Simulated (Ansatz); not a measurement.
```yaml
crystal:
  periodic: [false, false, false]
  atoms:
    - {symbol: Fe, position_ang: [-0.352662, 0.022135, -0.000770]}
    - {symbol: N, position_ang: [1.278078, -0.143783, 0.003078]}
    - {symbol: H, position_ang: [1.778637, 0.771699, -0.000126]}
basis:
  gaussian: {orbitals: def2-TZVP}
hamiltonian: {xc: pbe0}
relax: {f_tol: 0.004, max_steps: 80}
```

```sh
$ ansatz run in.yaml --threads 1 --pin off --events-out ev --progress --plain --max-ram 2176MiB
```

Steps of the relaxation (energy above the last step; positions in Å, forces in eV/Å):

```
3
step 1, 383.1 meV
Fe   -0.353    0.022   -0.001    0.329   -0.382    0.002
N     1.278   -0.144    0.003   -0.525    1.159   -0.006
H     1.779    0.772    0.000    0.196   -0.777    0.004
```

```
3
step 2, 341.0 meV
Fe   -0.363    0.008   -0.001    0.449   -0.367    0.003
N     1.267   -0.121    0.003   -0.748    0.883   -0.005
H     1.800    0.763    0.000    0.299   -0.516    0.003
```

```
3
step 3, 155.1 meV
Fe   -0.412   -0.096    0.000   -0.353   -0.255    0.000
N     1.146    0.030    0.002    1.513    1.648   -0.005
H     1.970    0.716    0.000   -1.160   -1.394    0.004
```

```
3
step 7, 0.0 meV
Fe   -0.409   -0.201    0.000   -0.002   -0.001    0.000
N     1.071    0.271    0.001    0.003    0.001    0.000
H     2.042    0.580    0.001   -0.002   -0.001    0.000
```

Close pairs at the end: N2–H3 1.019 Å, Fe1–N2 1.554 Å.

A stationary point of restricted PBE0 after 7 steps (its stability towards spin polarisation wasn't tested); no frequencies were run, so it isn't proven a minimum. 29 s on 1 thread of Intel Xeon 6975P-C, shared host.
